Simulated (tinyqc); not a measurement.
Worked calculation: UKS/exchange-only LDA in the sto-3g basis, for LiH, spin multiplicity 3. One step of it, computed by the program tinyqc.

Question. Iteration 1: building the Kohn-Sham matrix. J_ij = sum D_kl (ij|kl) with D = D(alpha) + D(beta); F = H + J + V_xc; E = tr D H + tr D J / 2 + E_xc + E_nn.

D(alpha) at the start, order 1Li 1s, 1Li 2s, 1Li 2px, 1Li 2py, 1Li 2pz, 2H 1s:
$$\begin{pmatrix}
1.063330 & -0.264380 & 0.000000 & 0.000000 & 0.008938 & 0.026944 \\
-0.264380 & 1.104725 & 0.000000 & 0.000000 & -0.070722 & -0.133576 \\
0.000000 & 0.000000 & 0.000000 & 0.000000 & 0.000000 & 0.000000 \\
0.000000 & 0.000000 & 0.000000 & 0.000000 & 0.000000 & 0.000000 \\
0.008938 & -0.070722 & 0.000000 & 0.000000 & 0.365073 & 0.372688 \\
0.026944 & -0.133576 & 0.000000 & 0.000000 & 0.372688 & 0.383923
\end{pmatrix}$$

D(beta) at the start, order 1Li 1s, 1Li 2s, 1Li 2px, 1Li 2py, 1Li 2pz, 2H 1s:
$$\begin{pmatrix}
1.011334 & -0.025060 & 0.000000 & 0.000000 & 0.000242 & 0.004714 \\
-0.025060 & 0.000621 & 0.000000 & 0.000000 & -0.000006 & -0.000117 \\
0.000000 & 0.000000 & 0.000000 & 0.000000 & 0.000000 & 0.000000 \\
0.000000 & 0.000000 & 0.000000 & 0.000000 & 0.000000 & 0.000000 \\
0.000242 & -0.000006 & 0.000000 & 0.000000 & 0.000000 & 0.000001 \\
0.004714 & -0.000117 & 0.000000 & 0.000000 & 0.000001 & 0.000022
\end{pmatrix}$$

core Hamiltonian H = T + V (hartree), order 1Li 1s, 1Li 2s, 1Li 2px, 1Li 2py, 1Li 2pz, 2H 1s:
$$\begin{pmatrix}
-4.647728 & -1.042847 & 0.000000 & 0.000000 & -0.008597 & -0.079092 \\
-1.042847 & -1.337070 & 0.000000 & 0.000000 & -0.088392 & -0.391420 \\
0.000000 & 0.000000 & -1.087632 & 0.000000 & 0.000000 & 0.000000 \\
0.000000 & 0.000000 & 0.000000 & -1.087632 & 0.000000 & 0.000000 \\
-0.008597 & -0.088392 & 0.000000 & 0.000000 & -1.154482 & -0.540117 \\
-0.079092 & -0.391420 & 0.000000 & 0.000000 & -0.540117 & -1.191386
\end{pmatrix}$$

Two-electron integrals (ij|kl) in chemists' order, unique and non-zero (hartree):
```
(11|11) 1.680395   (21|11) 0.265420   (21|21) 0.049941   (22|11) 0.397727
(22|21) 0.092860   (22|22) 0.290562   (31|31) 0.008981   (32|31) 0.013788
(32|32) 0.064184   (33|11) 0.396640   (33|21) 0.092880   (33|22) 0.290497
(33|33) 0.312946   (41|41) 0.008981   (42|41) 0.013788   (42|42) 0.064184
(43|43) 0.016869   (44|11) 0.396640   (44|21) 0.092880   (44|22) 0.290497
(44|33) 0.279207   (44|44) 0.312946   (51|51) 0.008981   (52|51) 0.013788
(52|52) 0.064184   (53|53) 0.016869   (54|54) 0.016869   (55|11) 0.396640
(55|21) 0.092880   (55|22) 0.290497   (55|33) 0.279207   (55|44) 0.279207
(55|55) 0.312946   (61|11) 0.018546   (61|21) 0.003533   (61|22) 0.006776
(61|33) 0.006693   (61|44) 0.006693   (61|51) 0.000467   (61|52) 0.000912
(61|55) 0.006948   (61|61) 0.000279   (62|11) 0.077416   (62|21) 0.018455
(62|22) 0.065809   (62|33) 0.061958   (62|44) 0.061958   (62|51) 0.002831
(62|52) 0.020784   (62|55) 0.073451   (62|61) 0.001596   (62|62) 0.029992
(63|31) 0.001069   (63|32) 0.005875   (63|53) 0.002750   (63|63) 0.001548
(64|41) 0.001069   (64|42) 0.005875   (64|54) 0.002750   (64|64) 0.001548
(65|11) 0.106728   (65|21) 0.025592   (65|22) 0.093613   (65|33) 0.087185
(65|44) 0.087185   (65|51) 0.004349   (65|52) 0.032121   (65|55) 0.106384
(65|61) 0.002260   (65|62) 0.045656   (65|65) 0.069901   (66|11) 0.241576
(66|21) 0.058226   (66|22) 0.228746   (66|33) 0.209686   (66|44) 0.209686
(66|51) 0.008541   (66|52) 0.082388   (66|55) 0.266743   (66|61) 0.005073
(66|62) 0.137724   (66|65) 0.215110   (66|66) 0.774606
```

nuclear repulsion = 0.72490029 hartree

V_xc(alpha) (hartree), order 1Li 1s, 1Li 2s, 1Li 2px, 1Li 2py, 1Li 2pz, 2H 1s:
$$\begin{pmatrix}
-0.998722 & -0.133240 & 0.000000 & 0.000000 & 0.000350 & -0.009405 \\
-0.133240 & -0.205505 & 0.000000 & 0.000000 & -0.006284 & -0.068341 \\
0.000000 & 0.000000 & -0.191877 & 0.000000 & 0.000000 & 0.000000 \\
0.000000 & 0.000000 & 0.000000 & -0.191877 & 0.000000 & 0.000000 \\
0.000350 & -0.006284 & 0.000000 & 0.000000 & -0.224776 & -0.102972 \\
-0.009405 & -0.068341 & 0.000000 & 0.000000 & -0.102972 & -0.361993
\end{pmatrix}$$

V_xc(beta) (hartree), order 1Li 1s, 1Li 2s, 1Li 2px, 1Li 2py, 1Li 2pz, 2H 1s:
$$\begin{pmatrix}
-0.983803 & -0.119922 & 0.000000 & 0.000000 & -0.000023 & -0.008090 \\
-0.119922 & -0.049851 & 0.000000 & 0.000000 & 0.000124 & -0.004892 \\
0.000000 & 0.000000 & -0.049527 & 0.000000 & 0.000000 & 0.000000 \\
0.000000 & 0.000000 & 0.000000 & -0.049527 & 0.000000 & 0.000000 \\
-0.000023 & 0.000124 & 0.000000 & 0.000000 & -0.049265 & -0.005148 \\
-0.008090 & -0.004892 & 0.000000 & 0.000000 & -0.005148 & -0.008618
\end{pmatrix}$$

E_xc = sum of w rho eps_xc = -1.86505487 hartree

Give: Coulomb J; F(alpha); F(beta); total energy of this density.

Answer.

Coulomb J (hartree), order 1Li 1s, 1Li 2s, 1Li 2px, 1Li 2py, 1Li 2pz, 2H 1s:
$$\begin{pmatrix}
4.0698 & 0.6950 & 0.0000 & 0.0000 & 0.0040 & 0.0496 \\
0.6950 & 1.3391 & 0.0000 & 0.0000 & 0.0412 & 0.3256 \\
0.0000 & 0.0000 & 1.3215 & 0.0000 & 0.0000 & 0.0000 \\
0.0000 & 0.0000 & 0.0000 & 1.3215 & 0.0000 & 0.0000 \\
0.0040 & 0.0412 & 0.0000 & 0.0000 & 1.3670 & 0.4671 \\
0.0496 & 0.3256 & 0.0000 & 0.0000 & 0.4671 & 1.2275
\end{pmatrix}$$

F(alpha) (hartree), order 1Li 1s, 1Li 2s, 1Li 2px, 1Li 2py, 1Li 2pz, 2H 1s:
$$\begin{pmatrix}
-1.5766 & -0.4811 & 0.0000 & 0.0000 & -0.0042 & -0.0389 \\
-0.4811 & -0.2035 & 0.0000 & 0.0000 & -0.0534 & -0.1342 \\
0.0000 & 0.0000 & 0.0420 & 0.0000 & 0.0000 & 0.0000 \\
0.0000 & 0.0000 & 0.0000 & 0.0420 & 0.0000 & 0.0000 \\
-0.0042 & -0.0534 & 0.0000 & 0.0000 & -0.0123 & -0.1760 \\
-0.0389 & -0.1342 & 0.0000 & 0.0000 & -0.1760 & -0.3259
\end{pmatrix}$$

F(beta) (hartree), order 1Li 1s, 1Li 2s, 1Li 2px, 1Li 2py, 1Li 2pz, 2H 1s:
$$\begin{pmatrix}
-1.5617 & -0.4677 & 0.0000 & 0.0000 & -0.0046 & -0.0376 \\
-0.4677 & -0.0479 & 0.0000 & 0.0000 & -0.0470 & -0.0707 \\
0.0000 & 0.0000 & 0.1843 & 0.0000 & 0.0000 & 0.0000 \\
0.0000 & 0.0000 & 0.0000 & 0.1843 & 0.0000 & 0.0000 \\
-0.0046 & -0.0470 & 0.0000 & 0.0000 & 0.1632 & -0.0782 \\
-0.0376 & -0.0707 & 0.0000 & 0.0000 & -0.0782 & 0.0274
\end{pmatrix}$$

total energy of this density = -7.451320 hartree
